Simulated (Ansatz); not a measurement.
Reaction (SMILES): OO (H2O2) → H2O2+ (doublet, bonded as OO) + e-
B3LYP-D3(BJ)/def2-TZVP geometries, fixed; electronic energies without zero-point terms.
Largest species:
```
O
H 1 0.9680
O 1 1.4504 2 100.54
H 3 0.9680 1 100.54 2 115.91
```
Charge 0, spin multiplicity 1.

Basis-set convergence of the adiabatic ionisation energy at CCSD(T) with Ansatz (a program for electronic structure). Cartesian d functions, on some or all atoms, in 6-31G**; all else is spherical. Cores are frozen. Open shells are unrestricted. No added dispersion term, no relativity. Functions are those of the species that has most. Reference: Hartree-Fock in cc-pVQZ plus the correlation part extrapolated as X^-3 from cc-pVTZ and cc-pVQZ, 10.634 eV, itself unsure by roughly 0.036 eV (a third of the extrapolation step and of the last Hartree-Fock step). Deviations are taken from unrounded values.

```csv
basis,functions,adiabatic ionisation energy (eV),minus reference (eV)
def2-SV(P),32,10.003,-0.631
def2-SVP,38,10.059,-0.575
6-31G**,40,10.066,-0.568
aug-pcseg-1,64,10.513,-0.121
"6-311++G(2d,2p)",74,10.482,-0.152
aug-cc-pVTZ,138,10.568,-0.066
cc-pVQZ,170,10.536,-0.098
pcseg-3,186,10.573,-0.061
def2-QZVPPD,198,10.580,-0.054
```
